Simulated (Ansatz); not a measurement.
A single point on `O=CCC1CO1`.

```yaml
crystal:
  periodic: [false, false, false]
  atoms:
    - {symbol: O, position_ang: [-0.638464, -1.729524, -1.358228]}
    - {symbol: C, position_ang: [-1.328635, -1.094971, -0.608930]}
    - {symbol: C, position_ang: [-0.907530, 0.173580, 0.070052]}
    - {symbol: C, position_ang: [0.488107, 0.603745, -0.258145]}
    - {symbol: C, position_ang: [1.613097, 0.268675, 0.603589]}
    - {symbol: O, position_ang: [1.055264, 1.574226, 0.606737]}
    - {symbol: H, position_ang: [-2.362182, -1.428905, -0.371483]}
    - {symbol: H, position_ang: [-1.027292, 0.041197, 1.152322]}
    - {symbol: H, position_ang: [-1.632002, 0.951968, -0.205985]}
    - {symbol: H, position_ang: [0.692450, 0.766224, -1.313970]}
    - {symbol: H, position_ang: [1.437675, -0.313372, 1.505610]}
    - {symbol: H, position_ang: [2.609511, 0.187149, 0.178421]}
basis:
  gaussian: {orbitals: def2-TZVPP}
hamiltonian: {xc: pbe}
correlation: {method: rpa}
```

```sh
$ ansatz run in.yaml --threads 4 --pin off --events-out ev --progress --plain
```

Shortened log:

```
Functional definition: PBE
1644 factors; integrals over basis functions are off by at most 9.2e-4 eV
mean field evaluation 1: about -8319.8542 eV, gradient 7.5e1 eV
mean field evaluation 2: about -8319.8467 eV, gradient 7.5e1 eV
mean field evaluation 4: about -8329.4246 eV, gradient 3.6e1 eV
mean field evaluation 8: about -8331.8137 eV, gradient 4.1e-1 eV
mean field evaluation 16: about -8331.8137 eV, gradient 6.8e-4 eV
mean field -8331.81366384 eV, -306.1885046399 hartree, gradient 2.2e-6 eV, S^2 0.000000; 0 other end points of the search recorded, 0 dependent functions left out
6 core orbitals not correlated: weight in the atoms' cores, before any rotation towards them, 1.000 or more for the frozen orbitals, at most 0.000 for the correlated occupied ones
reference -8291.05335339 eV, -304.6905908594 hartree; 17, 17 occupied and 247, 247 virtual orbitals, 1644 factors
Total energy: -8339.05944131 eV, -306.4547820505 hartree
```

Run time 3.6 s (4 threads of a server CPU on a shared host); peak host memory 0.74 GiB.
